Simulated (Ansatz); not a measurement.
Relaxation of C3H6FNO (12 atoms, charge 0, multiplicity 1), to a largest force component of 0.015 eV/Å in at most 40 steps.

These are results of RHF/6-31G (Ansatz), not measurements.

```xyz
12
Properties=species:S:1:pos:R:3:forces:R:3
C -1.234 1.463 0.015 -3.41 4.62 -0.25
O -0.162 1.306 0.852 0.62 -0.65 0.22
C 0.515 0.148 0.687 4.40 -0.98 2.80
C 0.450 -0.868 -0.152 -2.91 3.40 -0.09
N 1.179 -1.998 -0.223 0.96 -1.05 1.98
F -0.632 -0.824 -1.048 0.74 -0.98 -0.41
H -1.705 2.473 0.267 0.78 -1.58 -0.11
H -1.999 0.749 0.156 -0.39 -0.85 0.00
H -0.973 1.571 -1.005 0.40 -0.47 -0.80
H 1.352 0.145 1.452 -1.38 -0.28 -1.50
H 1.484 -2.262 0.712 0.23 -0.31 -1.26
H 0.726 -2.712 -0.714 -0.06 -0.89 -0.60
```

Problem. Where does it end, and by what steps?

Solution. It converged. Limits of this set-up: no polarisation functions. After 13 steps the energy has fallen by 1.004 eV; H12 moved furthest, 1.05 Å.

```json
{"step": "0", "energy less start (eV)": "0.0000", "largest force component (eV/Å)": "4.624", "accepted": "yes"}
{"step": "1", "energy less start (eV)": "-0.6532", "largest force component (eV/Å)": "1.392", "accepted": "yes"}
{"step": "2", "energy less start (eV)": "-0.7493", "largest force component (eV/Å)": "0.504", "accepted": "yes"}
{"step": "3", "energy less start (eV)": "-0.7732", "largest force component (eV/Å)": "0.345", "accepted": "yes"}
{"step": "4", "energy less start (eV)": "-0.8123", "largest force component (eV/Å)": "0.424", "accepted": "yes"}
{"step": "5", "energy less start (eV)": "-0.8391", "largest force component (eV/Å)": "1.143", "accepted": "yes"}
{"step": "6", "energy less start (eV)": "-0.8926", "largest force component (eV/Å)": "0.295", "accepted": "yes"}
{"step": "7", "energy less start (eV)": "-0.9067", "largest force component (eV/Å)": "0.981", "accepted": "yes"}
{"step": "8", "energy less start (eV)": "-0.9666", "largest force component (eV/Å)": "0.627", "accepted": "yes"}
{"step": "9", "energy less start (eV)": "-0.9963", "largest force component (eV/Å)": "0.235", "accepted": "yes"}
{"step": "10", "energy less start (eV)": "-1.0015", "largest force component (eV/Å)": "0.135", "accepted": "yes"}
{"step": "11", "energy less start (eV)": "-1.0041", "largest force component (eV/Å)": "0.126", "accepted": "yes"}
{"step": "12", "energy less start (eV)": "-1.0043", "largest force component (eV/Å)": "0.030", "accepted": "yes"}
{"step": "13", "energy less start (eV)": "-1.0044", "largest force component (eV/Å)": "0.005", "accepted": "yes"}
```

```xyz
12
Properties=species:S:1:pos:R:3
C -1.327 1.585 -0.003
O -0.093 1.349 0.701
C 0.608 0.186 0.643
C 0.353 -0.931 -0.009
N 1.140 -2.062 0.003
F -0.807 -1.025 -0.796
H -1.603 2.591 0.259
H -2.089 0.891 0.315
H -1.182 1.500 -1.068
H 1.494 0.235 1.236
H 0.829 -2.851 0.521
H 1.679 -2.275 -0.804
```

Time of the run: 36 s on 1 thread of Arm Neoverse V1, with other jobs on the host, peak memory 0.15 GiB.
